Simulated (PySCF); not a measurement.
# H$_{2}$B–AlH⁺, singlet in cc-pVDZ: errors against RCCSDT(Q)

Geometry: that of the H2B–AlH, doublet, kept fixed.

```csv
atom,x (Å),y (Å),z (Å)
B,0.0000,0.0000,1.3781
Al,0.0000,0.0000,-0.6166
H,0.0000,1.0440,1.9635
H,0.0000,-1.0440,1.9635
H,0.0000,0.0000,-2.2031
```

Basis cc-pVDZ; PySCF 2.14.0. Only valence electrons are correlated (noble-gas cores frozen), which leaves 8 electrons in 41 orbitals. R marks a restricted (for open shells ROHF) determinant.

Full CI isn't at hand for all of this; RCCSDT(Q) serves as the reference, and is uncertain by the last step of the cluster series or more.

The T1 diagnostic (ROHF- or RHF-based CCSD) is 0.0104. The largest doubles amplitude (ROHF- or RHF-based CCSD) is 0.063.

Task: From what is known of these methods and the diagnostics, rank them by the size of their error in total energy against RCCSDT(Q) in cc-pVDZ, smallest first (an estimate: the text doesn't fix the numbers).
A. RCCSD(T)
B. RMP2
C. RHF
D. RCCSD
E. RCCSDT

Result: E (0.12 mEh), A (0.85 mEh), D (3.81 mEh), B (37.07 mEh), C (158.53 mEh).

All errors are against RCCSDT(Q) in cc-pVDZ. Within each family the higher level lies nearer, as is usual though not guaranteed.
